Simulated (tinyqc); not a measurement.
Worked calculation: extended Hueckel theory, for H3O+. The parameters take no account of the charge, which enters only through the electron count. One step of it, computed by the program tinyqc.

Problem. Wolfsberg-Helmholz matrix. H_ij = K' S_ij (H_ii + H_jj)/2 for i != j (the diagonal keeps H_ii), with K' = 1.75.

overlap S:
```
           1O 2s     1O 2px     1O 2py     1O 2pz      2H 1s      3H 1s      4H 1s
1O 2s   1.000000   0.000000   0.000000   0.000000   0.450148   0.449869   0.449869
1O 2px  0.000000   1.000000   0.000000   0.000000   0.386804  -0.193236  -0.193236
1O 2py  0.000000   0.000000   1.000000   0.000000   0.000000   0.334890  -0.334890
1O 2pz  0.000000   0.000000   0.000000   1.000000  -0.005163  -0.005158  -0.005158
2H 1s   0.450148   0.386804   0.000000  -0.005163   1.000000   0.172251   0.172251
3H 1s   0.449869  -0.193236   0.334890  -0.005158   0.172251   1.000000   0.172047
4H 1s   0.449869  -0.193236  -0.334890  -0.005158   0.172251   0.172047   1.000000
```

diagonal H_ii (eV): 1O 2s -32.300000, 1O 2px -14.800000, 1O 2py -14.800000, 1O 2pz -14.800000, 2H 1s -13.600000, 3H 1s -13.600000, 4H 1s -13.600000

K = 1.750000

Give: H.

Solution.

H (eV):
```
           1O 2s    1O 2px    1O 2py    1O 2pz     2H 1s     3H 1s     4H 1s
1O 2s   -32.3000    0.0000    0.0000    0.0000  -18.0791  -18.0679  -18.0679
1O 2px    0.0000  -14.8000    0.0000    0.0000   -9.6121    4.8019    4.8019
1O 2py    0.0000    0.0000  -14.8000    0.0000    0.0000   -8.3220    8.3220
1O 2pz    0.0000    0.0000    0.0000  -14.8000    0.1283    0.1282    0.1282
2H 1s   -18.0791   -9.6121    0.0000    0.1283  -13.6000   -4.0996   -4.0996
3H 1s   -18.0679    4.8019   -8.3220    0.1282   -4.0996  -13.6000   -4.0947
4H 1s   -18.0679    4.8019    8.3220    0.1282   -4.0996   -4.0947  -13.6000
```
